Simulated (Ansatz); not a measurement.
in.yaml

```yaml
crystal:
  periodic: [false, false, false]
  atoms:
    - {symbol: Si, position_ang: [0.000000, 0.000000, -3.670106]}
    - {symbol: Al, position_ang: [0.000000, 0.000000, 0.441990]}
    - {symbol: H, position_ang: [0.000000, 0.000000, 3.228116]}
basis:
  gaussian: {orbitals: cc-pVTZ}
magnetization: {spin_polarized: false}
correlation: {method: bccd, electrons: outside_noble_gas, diis_vectors: 1}
scf: {lower_state_search: off}
output: {forces: true}
```

```sh
$ ansatz run in.yaml --threads 1 --pin off --events-out ev --progress --plain --max-ram 2393MiB
```

Output:

```
these checks for a lower state are left out or cut short: starts, cluster_reference, orbital_swaps, neighbouring_geometries, increment
491 factors; integrals over basis functions are off by at most 1.0e-3 eV
mean field evaluation 1: about -14452.5933 eV, gradient 1.2e1 eV
mean field evaluation 2: about -14452.5954 eV, gradient 1.2e1 eV
mean field evaluation 4: about -14454.0472 eV, gradient 1.2e0 eV
mean field evaluation 8: about -14454.0570 eV, gradient 4.9e-5 eV
mean field evaluation 16: about -14454.0600 eV, gradient 8.7e-1 eV
mean field evaluation 32: about -14454.1292 eV, gradient 1.8e-6 eV
mean field -14454.12921875 eV, -531.1794514285 hartree, gradient 1.9e-6 eV, S^2 0.000000; 1 other end points of the search recorded, 0 dependent functions left out; unrestricted orbitals would lower it
10 core orbitals not correlated: weight in the atoms' cores, before any rotation towards them, 1.000 or more for the frozen orbitals, at most 0.000 for the correlated occupied ones
reference -14454.12921875 eV, -531.1794514285 hartree; 4, 4 occupied and 68, 68 virtual orbitals, 491 factors
second order -3.71554967 eV of doubles, -0.00000000 eV of singles
cycle   1  -4.52914507 eV  change   -8.1e-1 eV  update   1.2e-1
cycle   2  -4.99169497 eV  change   -4.6e-1 eV  update   6.4e-2
cycle   3  -5.02708266 eV  change   -3.5e-2 eV  update   4.3e-2
cycle   4  -5.06167423 eV  change   -3.5e-2 eV  update   3.3e-2
...
cycle  48  -5.21959688 eV  change   -1.6e-8 eV  update   7.6e-8
cycle  49  -5.21959688 eV  change   -4.1e-9 eV  update   7.1e-8
cycle  50  -5.21959689 eV  change   -1.2e-8 eV  update   6.5e-8
cycle  51  -5.21959690 eV  change   -5.0e-9 eV  update   6.1e-8
cycle  52  -5.21959691 eV  change   -1.2e-8 eV  update   5.6e-8
cycle  53  -5.21959691 eV  change   -3.0e-9 eV  update   5.2e-8
cycle  54  -5.21959692 eV  change   -9.2e-9 eV  update   4.9e-8
cycle  55  -5.21959692 eV  change   -3.7e-9 eV  update   4.5e-8
cycle  56  -5.21959693 eV  change   -8.7e-9 eV  update   4.2e-8
cycle  57  -5.21959694 eV  change   -2.2e-9 eV  update   3.9e-8
the calculation of the forces begins
Total energy: -14459.34881569 eV, -531.3712680779 hartree
Atom 0 at     0.000000     0.000000    -3.670106 Å, force    -0.000000    -0.000000     0.145352 eV/Å
Atom 1 at     0.000000     0.000000     0.441990 Å, force     0.000000     0.000000     1.558213 eV/Å
Atom 2 at     0.000000     0.000000     3.228116 Å, force    -0.000000    -0.000000    -1.703565 eV/Å
Dipole moment:    -0.000000    -0.000000    -0.599490 e Å
Checks for a lower state left out: starts, cluster_reference, orbital_swaps, neighbouring_geometries, increment
```

Forces (eV/Å):
```
Si   0.000  0.000  0.145
Al   0.000  0.000  1.558
H    0.000  0.000 -1.704
```

Ran on 1 thread of Arm Neoverse V2, shared host: 12 s wall, 0.32 GiB peak host memory.
